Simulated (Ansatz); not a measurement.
**Stretch profile**

BH2 (SMILES [BH2]), doublet, at its PBE0-D4/def2-TZVP minimum:

B1  (0.265, -0.167, 0.130)
H2  (0.292, 1.015, 0.271)
H3  (-0.557, -0.848, -0.401)
(Å)

The bond length B1–H2 (1.191 Å at the minimum) is set to the values below, the two halves moving rigidly along the bond. Each method's energies count from its own value at the PBE0-D4 minimum structure. Computed with Ansatz 0.2.0 (basis: def2-TZVPP); correlated methods freeze the cores; orbitals are unrestricted. B3LYP uses VWN-RPA correlation.

```csv
bond length (Å),CCSD(T) (kJ/mol),B3LYP-D4 (kJ/mol),HF (kJ/mol),wB97M-V (kJ/mol)
1.024,42.6,40.9,41.2,40.0
1.060,24.3,23.1,23.1,22.4
1.111,8.1,7.5,7.2,7.0
1.171,0.4,0.2,0.1,0.1
1.237,2.5,2.8,3.3,3.0
1.309,14.0,14.4,16.2,15.2
1.385,33.1,33.6,37.2,34.9
1.465,58.2,58.2,64.6,60.6
1.549,87.5,87.3,97.0,90.7
```

Minimum and curvature along this coordinate at CCSD(T): A fifth-order fit through the nearest points gives 1.188 Å, with a curvature of about 24 eV/Å².

**Question.** Treat the two halves as rigid bodies and work out the harmonic wavenumber of this stretch from that curvature (ν̃ = 521.5 √(k/μ) cm⁻¹ with k in eV/Å² and μ in u).

**Answer.** The halves weigh 11.82 and 1.01 u, so μ = 11.82 × 1.01/12.83 = 0.930 u and ν̃ = 521.5 √(24/0.930) ≈ 2600 cm⁻¹. A true normal mode mixes in other motions, so this is a guide only.

Largest difference from the CCSD(T) curve over the scan: PBE-D4 7.6; r2SCAN-D4 0.6; PBE0-D4 0.9; MP2 7.2 kJ/mol. Each curve counts from its own value at the minimum.

No T1 diagnostic of these runs exceeds 0.014. ⟨S²⟩ of the unrestricted Hartree–Fock references: 0.75 (a pure state has 0.75).

For scale, one of the runs: CCSD(T)/def2-TZVPP, 59 basis functions (an equivalent command: `ansatz run in.yaml --threads 2`). The run took about 0.5 s on 2 CPU threads (shared host).
